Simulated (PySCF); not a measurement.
Compound: 1,4-cyclohexadiene, C₆H₈.
SMILES with atom numbers: `[CH:1]1=[CH:2][CH2:3][CH:4]=[CH:5][CH2:6]1` (hydrogens: H7 on C1; H8 on C2; H9, H10 on C3; H11 on C4; H12 on C5; H13, H14 on C6)

Computed geometry: GFN2-xTB, gas phase.

Problem. What internal coordinates does the optimisation give?

Solution. 
```
                  bond  length (Å)   order
          C1=C2, C4=C5       1.321  double
C1–C6 and 3 like bonds       1.496  single
C1–H7 and 3 like bonds       1.082  single
C3–H9 and 3 like bonds       1.098  single
```

Bonds in one row agree within 0.01 Å and their mean is given. Orders are formal, as drawn. A selection of angles:
```
    angle  degrees
 C2–C1–C6    123.7
 C2–C1–H7    120.6
 C6–C1–H7    115.7
 C2–C3–C4    112.5
 C2–C3–H9    109.5
H9–C3–H10    106.1
```

Torsions: C6–C1–C2–C3 0° (synperiplanar); C1–C2–C3–C4 0° (synperiplanar); C2–C3–C4–C5 0° (synperiplanar); C3–C4–C5–C6 0° (synperiplanar); C4–C5–C6–C1 0° (synperiplanar); C2–C1–C6–C5 0° (synperiplanar).

The 6-membered ring C1–C2–C3–C4–C5–C6 has internal angles of 112.5° to 123.7°; it is planar, 0.00 Å rms from its mean plane, widest ring torsion 0°. The C–C distances run from 1.321 Å (C1=C2, drawn double) to 1.497 Å (C2–C3, drawn single), a spread of 0.176 Å. The 6 heavy atoms lie in one plane (0.000 Å rms).

Point group: D2h (every atom within 0.08 Å of its image). Stationary, but not proved a minimum.
